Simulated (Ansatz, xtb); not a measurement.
Ranking isomers of BHN2+

3 gas-phase structures of BHN2+, found in a search over its isomers (lower ones may exist). Each was relaxed with GFN2-xTB:

A. a doublet given by its coordinates
B. the doublet with the links of `[B]=[N+]=N`
C. a doublet given by its coordinates

A (Å):

```yaml
atoms:
  - { symbol: B, position_ang: [0.4320, 0.6934, -0.2647] }
  - { symbol: N, position_ang: [-0.6540, 0.0947, 0.2175] }
  - { symbol: N, position_ang: [-1.5783, -0.4128, 0.6221] }
  - { symbol: H, position_ang: [1.3768, 1.2103, -0.6768] }
```

Close contacts (Å): B1–N2 1.33, N2–N3 1.13, B1–H4 1.15.

C (Å):

```xyz
4

B     0.2179    0.8157    0.4701
N    -0.0785    0.4095   -0.8796
N     0.6755    1.3188   -0.7993
H     0.1459    0.7719    1.6284
```

Close contacts (Å): B1–N2 1.44, B1–N3 1.44, N2–N3 1.18, B1–H4 1.16.

Estimate their order in r2SCAN-D4/def2-SVP energy at these geometries, lowest first.

Calculated order at r2SCAN-D4/def2-SVP: A (0.000), C (0.510), B (2.072) eV.

Energies above the lowest of each column, in eV; the last columns are at PBE0-D4/def2-TZVP geometries and were run for some of them only (a dash: not run or not comparable):

```csv
structure,GFN2-xTB,HF/STO-3G,r2SCAN-D4/def2-SVP,PBE0-D4/def2-TZVP,CCSD(T)/def2-TZVPP
A,0.000,0.000,0.000,0.000,0.000
C,0.894,1.179,0.510,0.347,0.290
B,1.538,2.257,2.072,–,–
```

Every level run on A puts it lowest or level with the lowest. Frequencies (PBE0-D4/def2-TZVP) were run for A, C alone. Open shells are spin-unrestricted, some with notable spin contamination.

Programs: Ansatz 0.2.0, xtb 6.7.1.
